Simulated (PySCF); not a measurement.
**S₃: how level, basis and relativity move the structure**

Each row is its own optimisation.

Each entry is the lowest minimum that a search over a few typed start shapes (and spin states, where more than one is plausible) found, or that minimum re-optimised at the stated level; isomers with ligand–ligand bonds, or fragments after loss of a ligand pair, can lie lower. Open shells are unrestricted; no spin–orbit coupling; PySCF with density fitting.

| level | 2S+1 | point group | mean bond to S (Å) | polar-tensor charge of S | gap (eV) | atomisation (kJ/mol) | dipole (D) |
| --- | --- | --- | --- | --- | --- | --- | --- |
| B3LYP/def2-TZVP (no relativity) | 1 | C2v | 1.923 | 0.66 | 2.84 | 665 | 0.54 |
| PBE/def2-TZVP (no relativity) | 1 | C2v | 1.934 | 0.63 | 1.39 | 774 | 0.47 |
| PBE0/def2-TZVP (no relativity) | 1 | C2v | 1.905 | 0.69 | 3.27 | 694 | 0.50 |

Across these levels the mean bond spreads over 0.029 Å and the highest wavenumber over 62 cm⁻¹; all give the same point group.

Levels that gave another bonding pattern or an unsound solution are left out.
